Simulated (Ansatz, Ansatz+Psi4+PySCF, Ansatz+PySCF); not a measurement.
```xyz
3

C     0.0000    0.0000    0.0000
C     1.2128    0.0000    0.0000
H    -1.0582    0.0000    0.0000
```

Basis set: cc-pVTZ (spherical functions). Left uncorrelated: 2 orbitals. Correlation on ROHF uses semicanonical orbitals with singles. Charge 0, multiplicity 2.

Computed with Ansatz (development build ahead of 0.2.0); each method stands on the lowest determinant of its kind that the runs found.

Give the atomization energy at this shape (free ground-state atoms in the same class of orbitals less the molecule, no zero-point energy) of doublet C2H by ROHF-CCSD(T), UHF-CCSD(T), ROHF-MP2, UHF-MP2, ROHF, UHF.

```csv
method,atomization energy
ROHF-CCSD(T),11.08 eV
UHF-CCSD(T),11.05 eV
ROHF-MP2,11.46 eV
UHF-MP2,10.91 eV
ROHF,7.83 eV
UHF,8.01 eV
```

Caution for UHF-CCSD(T), UHF-MP2, UHF: the unrestricted determinant is spin contaminated. Caution for ROHF-MP2, UHF-MP2: forces differ strongly between restricted and unrestricted references. Caution for UHF-MP2: MP2 forces lie far from those of the mean fields.
